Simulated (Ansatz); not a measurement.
# AlHO+ (doublet): wave-function methods side by side, def2-TZVPP

The task here is to estimate one member of a computed series from the others.

Method: def2-TZVPP, core rule «outside noble gas», up to 6 orbitals frozen; program: Ansatz 0.2.0, Gaussian basis.

The runs, in order: UHF; ROHF; CCSD(T) on UHF.

2 further runs of the same task are left out: 2 set aside as unsound or not needed.

### The system

The geometry is a PBE0/def2-TZVP stationary point (not a proven minimum) of the parent state, kept for this charge and spin.

3 atoms, charge 1, spin multiplicity 2.

Atoms are counted from 1 here; the program's logs count them from 0.

Bond lengths: Al1–O2 1.674 Å, O2–H3 0.950 Å. Angles: Al1–O2–H3 180.0°.

Coordinates:

```xyz
3
AlHO
Al    0.00000    0.00000    1.43299
O     0.00000    0.00000   -0.24148
H     0.00000    0.00000   -1.19151
```

Set-up of the first run:

Input file in.yaml:

```yaml
crystal:
  periodic: [false, false, false]
  atoms:
    - {symbol: Al, position_ang: [0.000000, 0.000000, 1.432992]}
    - {symbol: O, position_ang: [0.000000, 0.000000, -0.241478]}
    - {symbol: H, position_ang: [0.000000, 0.000000, -1.191514]}
basis:
  gaussian: {orbitals: def2-TZVPP}
total_charge: 1
magnetization: {spin_polarized: true, initial_magnetization: 1}
hamiltonian: {xc: hf}
output: {orbitals: {seedname: orbitals}}
```

Launch:

```console
$ ansatz run in.yaml --threads 1 --pin off --events-out ev --progress --plain --max-ram 4096MiB --backend cpu
```

Among the steps run: UHF; ROHF; CCSD(T) on UHF.

One of the session's tables, all rows but one given; the rest of the session is left out.

It belongs to the step «Misses and costs». 

| method | from UCCSD(T) (kcal/mol) |
| --- | --- |
| ROHF | +179.11 |
| UHF | +178.83 |
| UMP2 | +7.89 |
| UCCSD | ? |
| UCCSD(T) | 0 |

Estimate the missing values for UCCSD.

As computed: from UCCSD(T) (kcal/mol): +6.33. In the column «from UCCSD(T) (kcal/mol)» it lies between UCCSD(T) (0) and UMP2 (+7.89).
